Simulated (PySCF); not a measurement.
A geometry optimisation, step by step.

C3H3F3.
Numbering: `[F:1][C@H:2]1[CH2:3][C:4]1([F:5])[F:6]` (hydrogens: H7 on C2; H8, H9 on C3)

Computed by this run: PBE0-D3(BJ)/def2-SVP geometry optimisation, gas phase in PySCF 2.14.0; density fitting, grid level 1; the optimiser is geomeTRIC in internal coordinates, started from a GFN2-xTB structure with every atom displaced at random (about 0.01 Å). The frame can shift and turn from step to step; on so coarse a grid that alone can change the energy by a few meV, and forces under 0.02 eV/Å are noise.

Step 0: E = -11289.0427 eV, largest atomic force 2.740 eV/Å
```
atom  x, y, z in Å  |  force x, y, z in eV/Å
F1      1.650   -0.517   -0.966   -0.631   0.255   0.352
C2      0.838   -0.202    0.090    1.290  -0.268  -0.807
C3     -0.224    0.876   -0.081    0.582  -0.687   1.053
C4     -0.574   -0.551    0.037   -2.456  -1.215   0.001
F5     -1.141   -1.203   -1.018    0.982   0.722   0.740
F6     -1.206   -0.989    1.164    0.731   0.424  -0.609
H7      1.396   -0.309    1.024   -0.242   0.142   0.251
H8     -0.385    1.547    0.750   -0.155   0.190   0.448
H9     -0.297    1.329   -1.033   -0.102   0.437  -1.428
```

Step 1: E = -11289.0767 eV, largest atomic force 1.337 eV/Å
```
atom  x, y, z in Å  |  force x, y, z in eV/Å
F1      1.758   -0.047   -0.726    0.133  -0.112   0.024
C2      0.822   -0.112    0.241   -0.279   0.195   0.045
C3     -0.374    0.815    0.092    0.155   0.013  -0.468
C4     -0.514   -0.644   -0.149    1.208   0.480  -0.315
F5     -0.542   -0.968   -1.442   -0.643  -0.507  -0.240
F6     -1.207   -1.478    0.607   -0.225  -0.022   0.116
H7      1.244   -0.292    1.233   -0.083  -0.033   0.142
H8     -0.759    1.325    0.966   -0.223   0.036   0.320
H9     -0.372    1.385   -0.854   -0.043  -0.049   0.375
```

Step 2: E = -11289.1553 eV, largest atomic force 0.691 eV/Å
```
atom  x, y, z in Å  |  force x, y, z in eV/Å
F1      1.804   -0.059   -0.708   -0.037   0.011   0.065
C2      0.840   -0.102    0.233   -0.164  -0.013  -0.019
C3     -0.360    0.822    0.075    0.046  -0.098  -0.005
C4     -0.489   -0.637   -0.166    0.318   0.168  -0.590
F5     -0.607   -1.014   -1.448   -0.044  -0.063   0.146
F6     -1.202   -1.435    0.616   -0.048  -0.016   0.296
H7      1.228   -0.288    1.241   -0.067  -0.041   0.024
H8     -0.789    1.280    0.969    0.009  -0.017  -0.002
H9     -0.369    1.416   -0.845   -0.014   0.067   0.086
```

Step 3: E = -11289.1708 eV, largest atomic force 0.408 eV/Å
```
atom  x, y, z in Å  |  force x, y, z in eV/Å
F1      1.818   -0.058   -0.694   -0.013   0.026   0.015
C2      0.838   -0.103    0.228   -0.002  -0.015   0.061
C3     -0.354    0.825    0.064   -0.029  -0.073   0.072
C4     -0.481   -0.632   -0.182   -0.004  -0.026  -0.407
F5     -0.619   -1.039   -1.450    0.028   0.031   0.147
F6     -1.193   -1.410    0.631    0.006   0.014   0.160
H7      1.201   -0.302    1.243   -0.017  -0.025  -0.005
H8     -0.795    1.259    0.966    0.019   0.004  -0.038
H9     -0.361    1.442   -0.837    0.011   0.065  -0.006
```

Step 4: E = -11289.1751 eV, largest atomic force 0.156 eV/Å
```
atom  x, y, z in Å  |  force x, y, z in eV/Å
F1      1.828   -0.050   -0.679    0.006   0.017  -0.016
C2      0.836   -0.105    0.228    0.044   0.005   0.066
C3     -0.353    0.826    0.057   -0.029  -0.026   0.045
C4     -0.478   -0.631   -0.197   -0.079  -0.038  -0.129
F5     -0.621   -1.052   -1.455    0.017   0.022   0.058
F6     -1.187   -1.396    0.638    0.012   0.008   0.024
H7      1.180   -0.319    1.246    0.012  -0.012  -0.011
H8     -0.801    1.247    0.961   -0.008   0.011  -0.022
H9     -0.349    1.462   -0.831    0.026   0.014  -0.015
```

Step 5: E = -11289.1757 eV, largest atomic force 0.044 eV/Å
```
atom  x, y, z in Å  |  force x, y, z in eV/Å
F1      1.831   -0.044   -0.673    0.000   0.009  -0.013
C2      0.835   -0.106    0.230    0.013   0.006   0.041
C3     -0.354    0.825    0.057   -0.010  -0.010   0.025
C4     -0.479   -0.631   -0.202   -0.030  -0.008  -0.030
F5     -0.618   -1.052   -1.459    0.002   0.002   0.004
F6     -1.187   -1.394    0.635    0.007   0.007  -0.006
H7      1.175   -0.327    1.248    0.012  -0.007  -0.006
H8     -0.807    1.245    0.958   -0.013   0.007  -0.008
H9     -0.340    1.467   -0.827    0.020  -0.005  -0.007
```

Step 6: E = -11289.1761 eV, largest atomic force 0.048 eV/Å
```
atom  x, y, z in Å  |  force x, y, z in eV/Å
F1      1.833   -0.035   -0.664    0.000   0.002  -0.006
C2      0.833   -0.107    0.235   -0.022   0.001   0.009
C3     -0.355    0.823    0.059    0.008   0.009   0.005
C4     -0.479   -0.630   -0.209    0.021   0.017   0.039
F5     -0.612   -1.048   -1.466   -0.007  -0.012  -0.029
F6     -1.189   -1.396    0.626    0.000   0.002  -0.019
H7      1.171   -0.337    1.252    0.005  -0.003   0.001
H8     -0.818    1.242    0.956   -0.012  -0.002   0.002
H9     -0.328    1.470   -0.822    0.007  -0.014   0.000
```

Step 7: E = -11289.1763 eV, largest atomic force 0.057 eV/Å
```
atom  x, y, z in Å  |  force x, y, z in eV/Å
F1      1.834   -0.028   -0.655    0.001  -0.002   0.002
C2      0.832   -0.108    0.241   -0.027  -0.004  -0.009
C3     -0.356    0.823    0.062    0.010   0.015  -0.004
C4     -0.478   -0.630   -0.214    0.032   0.017   0.044
F5     -0.604   -1.043   -1.473   -0.005  -0.010  -0.028
F6     -1.192   -1.398    0.614   -0.003  -0.001  -0.016
H7      1.167   -0.344    1.257   -0.001   0.000   0.004
H8     -0.829    1.239    0.955   -0.005  -0.005   0.005
H9     -0.319    1.472   -0.817   -0.002  -0.010   0.003
```

Step 8: E = -11289.1764 eV, largest atomic force 0.029 eV/Å
```
atom  x, y, z in Å  |  force x, y, z in eV/Å
F1      1.837   -0.021   -0.644    0.003  -0.003   0.008
C2      0.830   -0.108    0.247   -0.012  -0.004  -0.017
C3     -0.357    0.822    0.065    0.005   0.011  -0.010
C4     -0.475   -0.629   -0.220    0.018   0.005   0.023
F5     -0.594   -1.036   -1.482    0.002  -0.001  -0.010
F6     -1.196   -1.401    0.599   -0.004  -0.004  -0.007
H7      1.161   -0.352    1.262   -0.006   0.002   0.005
H8     -0.840    1.234    0.954    0.002  -0.006   0.005
H9     -0.311    1.474   -0.812   -0.007   0.000   0.004
```

Task: Summarise the path.

Result: The energy falls by 0.1337 eV from step 0 to step 8; nine tenths of that is first reached at step 3. It falls at every step. The largest force goes from 2.740 to 0.029 eV/Å. Among the bonds C3–H9 changes most, from 1.056 to 1.094 Å; the atoms move by 0.036 Å rms after alignment.

Task: Follow the three bonds and two angles with the largest change from start to end.

Result: 
```json
{"step": "0", "E above end (eV)": "0.1337", "largest force (eV/Å)": "2.740", "C3–H9 (Å)": "1.056", "C4–F5 (Å)": "1.364", "C4–F6 (Å)": "1.364", "F1–C2–H7 (°)": "109.5", "C2–C4–F5 (°)": "123.1"}
{"step": "1", "E above end (eV)": "0.0997", "largest force (eV/Å)": "1.337", "C3–H9 (Å)": "1.104", "C4–F5 (Å)": "1.333", "C4–F6 (Å)": "1.322", "F1–C2–H7 (°)": "113.1", "C2–C4–F5 (°)": "111.1"}
{"step": "2", "E above end (eV)": "0.0211", "largest force (eV/Å)": "0.691", "C3–H9 (Å)": "1.094", "C4–F5 (Å)": "1.341", "C4–F6 (Å)": "1.326", "F1–C2–H7 (°)": "113.2", "C2–C4–F5 (°)": "115.9"}
{"step": "3", "E above end (eV)": "0.0056", "largest force (eV/Å)": "0.408", "C3–H9 (Å)": "1.092", "C4–F5 (Å)": "1.339", "C4–F6 (Å)": "1.332", "F1–C2–H7 (°)": "113.5", "C2–C4–F5 (°)": "117.6"}
{"step": "4", "E above end (eV)": "0.0013", "largest force (eV/Å)": "0.156", "C3–H9 (Å)": "1.093", "C4–F5 (Å)": "1.334", "C4–F6 (Å)": "1.336", "F1–C2–H7 (°)": "113.7", "C2–C4–F5 (°)": "118.6"}
{"step": "5", "E above end (eV)": "0.0007", "largest force (eV/Å)": "0.044", "C3–H9 (Å)": "1.093", "C4–F5 (Å)": "1.332", "C4–F6 (Å)": "1.336", "F1–C2–H7 (°)": "113.7", "C2–C4–F5 (°)": "118.7"}
{"step": "6", "E above end (eV)": "0.0003", "largest force (eV/Å)": "0.048", "C3–H9 (Å)": "1.094", "C4–F5 (Å)": "1.331", "C4–F6 (Å)": "1.337", "F1–C2–H7 (°)": "113.7", "C2–C4–F5 (°)": "118.9"}
{"step": "7", "E above end (eV)": "0.0001", "largest force (eV/Å)": "0.057", "C3–H9 (Å)": "1.094", "C4–F5 (Å)": "1.331", "C4–F6 (Å)": "1.337", "F1–C2–H7 (°)": "113.7", "C2–C4–F5 (°)": "118.9"}
{"step": "8", "E above end (eV)": "0.0000", "largest force (eV/Å)": "0.029", "C3–H9 (Å)": "1.094", "C4–F5 (Å)": "1.331", "C4–F6 (Å)": "1.336", "F1–C2–H7 (°)": "113.7", "C2–C4–F5 (°)": "119.0"}
```

The cost below is that of the whole optimisation. Time: 29 s of wall time; peak memory 0.40 GiB. Hardware: Arm Neoverse V2, one thread, no GPU, on a shared host.
